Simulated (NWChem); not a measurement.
Program: NWChem. System: fluorine (F2), charge 0, spin multiplicity 1, at a geometry optimised with PBE0/def2-SVP. Level: MP2/STO-3G, 2 core orbitals frozen.

Job file:

```
start mol
memory heap 200 mb stack 800 mb global 1000 mb
geometry units angstroms nocenter noautoz
  F      0.000000     0.000000     0.688226
  F      0.000000     0.000000    -0.688226
  symmetry group D2h
end
basis spherical
  * library sto-3g
end
scf
  rhf
  nopen 0
  maxiter 100
  thresh 1e-7
  semidirect memsize 60000000 filesize 0
end
mp2
  freeze core 2
end
task mp2 energy
```

Part of the output:

```
             Northwest Computational Chemistry Package (NWChem) 7.3.0
             --------------------------------------------------------

                                NWChem Input Module
                                -------------------

 Scaling coordinates for geometry "geometry" by  1.889725989
 (inverse scale =  0.529177249)

 Turning off AUTOSYM since
 SYMMETRY directive was detected!

                             Geometry "geometry" -> ""
                             -------------------------

 Output coordinates in angstroms (scale by  1.889725989 to convert to a.u.)

  No.       Tag          Charge          X              Y              Z
 ---- ---------------- ---------- -------------- -------------- --------------
    1 F                    9.0000     0.00000000     0.00000000     0.68822600
    2 F                    9.0000     0.00000000     0.00000000    -0.68822600

 Effective nuclear repulsion energy (a.u.)      31.1404663359

            Nuclear Dipole moment (a.u.)
            ----------------------------
        X                 Y               Z
 ---------------- ---------------- ----------------
     0.0000000000     0.0000000000     0.0000000000

      Symmetry information
      --------------------

 Group name             D2h
 Group number             26
 Group order               8
 No. of unique centers     1

      Symmetry unique atoms

     1


 Summary of "ao basis" -> "" (spherical)
 ------------------------------------------------------------------------------
       Tag                 Description            Shells   Functions and Types
 ---------------- ------------------------------  ------  ---------------------
 *                           sto-3g                   on all atoms

 Summary of "ao basis" -> "ao basis" (spherical)
 ------------------------------------------------------------------------------
       Tag                 Description            Shells   Functions and Types
 ---------------- ------------------------------  ------  ---------------------
 F                           sto-3g                  3        5   2s1p

                                 NWChem SCF Module
                                 -----------------

  ao basis        = "ao basis"
  functions       =    10
  atoms           =     2
  closed shells   =     9
  open shells     =     0
  charge          =   0.00
  wavefunction    = RHF
  use symmetry    = T
  symmetry adapt  = T

 Summary of "ao basis" -> "ao basis" (spherical)
 ------------------------------------------------------------------------------
       Tag                 Description            Shells   Functions and Types
 ---------------- ------------------------------  ------  ---------------------
 F                           sto-3g                  3        5   2s1p

      Symmetry analysis of basis
      --------------------------

        ag          3
        au          0
        b1g         0
        b1u         3
        b2g         1
        b2u         1
        b3g         1
        b3u         1

 Forming initial guess at       0.1s

      Superposition of Atomic Density Guess
      -------------------------------------

 Sum of atomic energies:        -196.00288239

      Non-variational initial energy
      ------------------------------

 Total energy =    -195.520919
 1-e energy   =    -339.575553
 2-e energy   =     112.914168
 HOMO         =      -0.275152
 LUMO         =       0.087542

      Symmetry analysis of molecular orbitals - initial
      -------------------------------------------------

 !! scf_movecs_sym_adapt:    4 vectors were symmetry contaminated

  Symmetry fudging

 !! scf_movecs_sym_adapt:    4 vectors were symmetry contaminated

  Numbering of irreducible representations:

     1 ag          2 au          3 b1g         4 b1u         5 b2g
     6 b2u         7 b3g         8 b3u

  Orbital symmetries:

     1 b1u         2 ag          3 ag          4 b1u         5 ag
     6 b3u         7 b2u         8 b2g         9 b3g        10 b1u

 Starting SCF solution at       0.2s

 ----------------------------------------------
         Quadratically convergent ROHF

 Convergence threshold     :          1.000E-07
 Maximum no. of iterations :          100
 Final Fock-matrix accuracy:          1.000E-09
 ----------------------------------------------

              iter       energy          gnorm     gmax       time
             ----- ------------------- --------- --------- --------
                 1     -195.9705063865  2.47D-01  2.31D-01      0.2
                 2     -195.9754921280  3.33D-02  3.33D-02      0.3
                 3     -195.9754975628  1.89D-04  1.89D-04      0.3
                 4     -195.9754975661  8.39D-10  8.29D-10      0.3

       Final RHF  results
       ------------------

         Total SCF energy =   -195.975497566147
      One-electron energy =   -338.636151007443
      Two-electron energy =    111.520187105401
 Nuclear repulsion energy =     31.140466335895

        Time for solution =      0.1s

       Symmetry analysis of molecular orbitals - final
       -----------------------------------------------

  Numbering of irreducible representations:

     1 ag          2 au          3 b1g         4 b1u         5 b2g
     6 b2u         7 b3g         8 b3u

  Orbital symmetries:

     1 b1u         2 ag          3 ag          4 b1u         5 b3u
     6 b2u         7 ag          8 b2g         9 b3g        10 b1u

             Final eigenvalues
             -----------------

              1
    1  -26.0405
    2  -26.0396
    3   -1.6428
    4   -1.3408
    5   -0.6191
    6   -0.6191
    7   -0.5675
    8   -0.4643
    9   -0.4643
   10    0.3805

                       ROHF Final Molecular Orbital Analysis
                       -------------------------------------

 Vector    7  Occ=2.000000D+00  E=-5.675387D-01  Symmetry=ag
              MO Center=  3.0D-16, -9.5D-17,  1.0D-17, r^2= 9.4D-01
   Bfn.  Coefficient  Atom+Function         Bfn.  Coefficient  Atom+Function
  ----- ------------  ---------------      ----- ------------  ---------------
     5      0.645380  1 F  pz                10     -0.645380  2 F  pz
     2      0.200192  1 F  s                  7      0.200192  2 F  s

 Vector    8  Occ=2.000000D+00  E=-4.642831D-01  Symmetry=b2g
              MO Center= -4.3D-31,  3.8D-47,  9.2D-18, r^2= 8.1D-01
   Bfn.  Coefficient  Atom+Function         Bfn.  Coefficient  Atom+Function
  ----- ------------  ---------------      ----- ------------  ---------------
     3      0.729254  1 F  px                 8     -0.729254  2 F  px

 Vector    9  Occ=2.000000D+00  E=-4.642831D-01  Symmetry=b3g
              MO Center= -4.0D-48, -6.5D-32,  9.2D-18, r^2= 8.1D-01
   Bfn.  Coefficient  Atom+Function         Bfn.  Coefficient  Atom+Function
  ----- ------------  ---------------      ----- ------------  ---------------
     4      0.729254  1 F  py                 9     -0.729254  2 F  py

 Vector   10  Occ=0.000000D+00  E= 3.805064D-01  Symmetry=b1u
              MO Center=  4.3D-31,  6.5D-32,  4.8D-17, r^2= 7.0D-01
   Bfn.  Coefficient  Atom+Function         Bfn.  Coefficient  Atom+Function
  ----- ------------  ---------------      ----- ------------  ---------------
     5      0.806254  1 F  pz                10      0.806254  2 F  pz
     2     -0.240511  1 F  s                  7      0.240511  2 F  s

 center of mass
 --------------
 x =   0.00000000 y =   0.00000000 z =   0.00000000

 moments of inertia (a.u.)
 ------------------
          64.269784759100           0.000000000000           0.000000000000
           0.000000000000          64.269784759100           0.000000000000
           0.000000000000           0.000000000000           0.000000000000

  Mulliken analysis of the total density
  --------------------------------------

    Atom       Charge   Shell Charges
 -----------   ------   -------------------------------------------------------
    1 F    9     9.00   2.00  1.97  5.03
    2 F    9     9.00   2.00  1.97  5.03

       Multipole analysis of the density wrt the origin
       ------------------------------------------------

     L   x y z        total         open         nuclear
     -   - - -        -----         ----         -------
     0   0 0 0     -0.000000      0.000000     18.000000

     1   1 0 0      0.000000      0.000000      0.000000
     1   0 1 0      0.000000      0.000000      0.000000
     1   0 0 1     -0.000000      0.000000      0.000000

     2   2 0 0     -5.831142      0.000000      0.000000
     2   1 1 0      0.000000      0.000000      0.000000
     2   1 0 1     -0.000000      0.000000      0.000000
     2   0 2 0     -5.831142      0.000000      0.000000
     2   0 1 1      0.000000      0.000000      0.000000
     2   0 0 2     -5.733265      0.000000     30.446146

                   NWChem MP2 Semi-direct Energy/Gradient Module
                   ---------------------------------------------

  Basis functions       =     10
  Molecular orbitals    =     10
  Frozen core           =      2
  Frozen virtuals       =      0
  Active alpha occupied =      7
  Active beta occupied  =      7
  Active alpha virtual  =      1
  Active beta virtual   =      1
  Use MO symmetry       = T
  Use skeleton AO sym   = T

  AO/Fock/Back tols     =   1.0D-09  1.0D-09  1.0D-09

 GA uses MA = F    GA memory limited = T

 Available:
  local mem=  1.15D+08
 global mem=  1.31D+08
 local disk=  0.00D+00
  mp2_memr nvloc                     1
  nvloc new                     1
   1 passes of   7:        2097152                        268                      1479.
   1 passes of   7: M    114687205           G      131071800           F     112590053.

 Semi-direct pass number   1 of   1  for RHF alpha+beta  at        0.4s
  vrange nnbf                    54
  mp2_eaftype                    10  avail_ma_in_mb                   999
 EAF : mp2_eaftype filesize          10        740.
  mp2_eaf for mointskh                     10
Node 0 wrote      0.0 Mb in      0.0 s     Agg I/O rate:    82.8 Mb/s
 Done moints_semi at        0.4s
  mp2_eaftype                    10  avail_ma_in_mb                   989
 EAF : mp2_eaftype filesize          10        740.
  mp2_eaf for kh                    10
 Done maket at        0.4s
 Done multipass loop at        0.4s

          -------------------------------------------
          SCF energy                -195.975497566147
          Correlation energy          -0.047989820299
          Singlet pairs               -0.047989820299
          Triplet pairs                0.000000000000
          Total MP2 energy          -196.023487386446
          -------------------------------------------

          ---------------------------------------------------
                    Spin Component Scaled (SCS) MP2
          Same spin pairs                      0.000000000000
          Same spin scaling factor             0.333333333333
          Opposite spin pairs                 -0.047989820299
          Opposite spin scaling fact.          1.200000000000
          SCS-MP2 correlation energy          -0.057587784358
          Total SCS-MP2 energy              -196.033085350505
          ---------------------------------------------------

 -----------------------
 Performance information
 -----------------------

 Timer overhead =  1.88D-07 seconds/call

               Nr. of calls         CPU time (s)                 Wall time (s)                GFlops
             ---------------    -------------------     ------------------------------   -------------------
Name         Min   Avg   Max    Min     Avg     Max     Min     Avg     Max   Mx/calls   Min     Max     Sum
mp2: moin     1     1     1   3.06E-2 3.06E-2 3.06E-2  3.06E-2 3.06E-2 3.06E-2 3.06E-2   0.0     0.0     0.0
mp2: make     1     1     1   1.93E-4 1.93E-4 1.93E-4  1.94E-4 1.94E-4 1.94E-4 1.94E-4   0.0     0.0     0.0
mp2: tota     1     1     1   5.28E-2 5.28E-2 5.28E-2  5.28E-2 5.28E-2 5.28E-2 5.28E-2   0.0     0.0     0.0

 The average no. of pstat calls per process was 3.00D+00
 with a timing overhead of 5.65D-07s

 Task  times  cpu:        0.3s     wall:        0.3s

 Total times  cpu:        0.4s     wall:        0.4s
```
